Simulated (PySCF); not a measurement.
Molecule: `C=C/C(F)=C/C`, C$_{5}$H$_{7}$F.

Numbering as in the mapped SMILES `[CH2:1]=[CH:2]/[C:3]([F:4])=[CH:5]/[CH3:6]`; H(Xn) means a hydrogen on atom n. Ha(C1) is cis to C3; Hb(C1) is trans to C3.

Spin–spin couplings on one PBE0-D3(BJ)/def2-SVP geometry, PySCF, gas phase, non-relativistic, equivalent pairs averaged (spin–dipole term only in couplings to heteroatoms); isotopes ¹³C, ¹⁹F, ¹H; basis pcJ-1.

How do the couplings (Hz) change with the functional? Times are CPU seconds on 1 thread of an Arm Neoverse V2, shared host.

## Answers


```
functional  functions  ¹J(C3,F4)  ¹J(C1,Hb(C1))  ¹J(C1,Ha(C1))  ¹J(C5,H(C5))  ¹J(C2,H(C2))  ¹J(C6,H(C6))  ¹J(C3,C5)  core-s
       LDA        232     -326.5          133.0          130.8         128.1         127.3         102.0       72.1      17
       PBE        232     -340.8          156.7          155.3         151.1         150.6         122.9       84.6      24
       KT2        232     -343.6          168.3          165.7         161.2         160.7         129.4       71.7      26
      PBE0        232     -314.8          162.8          161.6         156.9         156.6         127.5       91.9      33
     B97-2        232     -302.7          156.4          155.6         149.9         149.6         121.5       89.6      32
 BHandHLYP        232     -293.1          187.1          186.5         180.0         179.7         146.4      111.8      36
 CAM-B3LYP        232     -305.4          169.2          168.3         163.0         163.0         132.6       93.4      46
``` Left out for a near triplet instability: HF/pcJ-1.
